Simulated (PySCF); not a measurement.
# A diatomic session: AlP

An exercise on one series of results from a longer session: the logs are not shown, and one member is left open.

Computed with PySCF 2.14.0. Level: Al jorge-DZP-DKH, P jorge-DZP-DKH, spin-free X2C with a Gaussian nucleus.

The first run:

A driver script around PySCF takes these settings:

```
atoms                         : Al, P
charge                        : 0
basis                         : Al jorge-DZP-DKH, P jorge-DZP-DKH
Hamiltonian                   : spin-free X2C with a Gaussian nucleus
basis functions               : 48
electrons treated             : 28
masses in u                   : 26.9815, 30.9738
levels                        : PBE0, PBE, r²SCAN, BLYP, r²SCANh, BHandHLYP, ωB97X, HF, MP2, SCS-MP2, CCSD, CCSD(T)
grid                          : 80 radial by 434 angular points
occupations                   : held fixed by the projection of orbital angular momentum
dissociation limit            : Al + P, each in its ground configuration
starting distance in angstrom : 2.260
values of 2S to try           : 0, 2, 4
```

Started as:

```sh
OMP_NUM_THREADS=1 python dia.py task.json out
```

Steps of the session up to this table: Input; PBE0 along the bond; Excited determinants; PBE; r²SCAN; BLYP (GGA); r²SCANh (hybrid meta-GGA); BHandHLYP (global hybrid GGA); ωB97X (range-separated hybrid); UHF (mean field); MP2 and coupled cluster.

One of the session's tables, all rows but one given; the rest of the session is left out.

Energy (eV) from each level's lowest point:

| R (Å) | UHF | UHF-MP2 | UHF-SCS-MP2 | UHF-CCSD | UHF-CCSD(T) |
| --- | --- | --- | --- | --- | --- |
| 2.109 | 0.649 | 0.634 | 0.650 | n/a | n/a |
| 2.207 | 0.287 | 0.277 | 0.288 | 0.290 | 0.295 |
| 2.305 | 0.090 | 0.083 | 0.091 | 0.092 | 0.095 |
| 2.378 | 0.020 | 0.017 | 0.020 | 0.021 | 0.023 |
| 2.452 | 0.000 | 0.000 | 0.000 | 0.000 | 0.000 |
| 2.526 | ? | ? | ? | ? | ? |
| 2.624 | 0.085 | 0.094 | 0.085 | 0.083 | 0.078 |
| 2.746 | 0.216 | 0.233 | 0.218 | 0.211 | 0.203 |
| 2.893 | 0.407 | 0.449 | 0.430 | 0.403 | 0.392 |
| 3.090 | 0.647 | 0.800 | 0.787 | n/a | n/a |

Q: Estimate the row for R (Å) = 2.526 from the others.

Worked estimate for «UHF». A straight line through the neighbours (2.452, 0.000) and (2.624, 0.085) gives 0.000 + (0.085 − 0.000) × (2.526 − 2.452) / (2.624 − 2.452) = 0.037; a parabola fitted to 4 rows on both sides gives 0.021.

As computed: UHF: 0.018; UHF-MP2: 0.021; UHF-SCS-MP2: 0.018; UHF-CCSD: 0.017; UHF-CCSD(T): 0.015. In «UHF» the line misses by +0.019 and the parabola by +0.003.

Caveats from the session: Lowest PBE0 solution found, without spin–orbit coupling: ³Σ⁻ (triplet), unpaired electrons π ↑↑. Warnings in the runs' records: inverted.
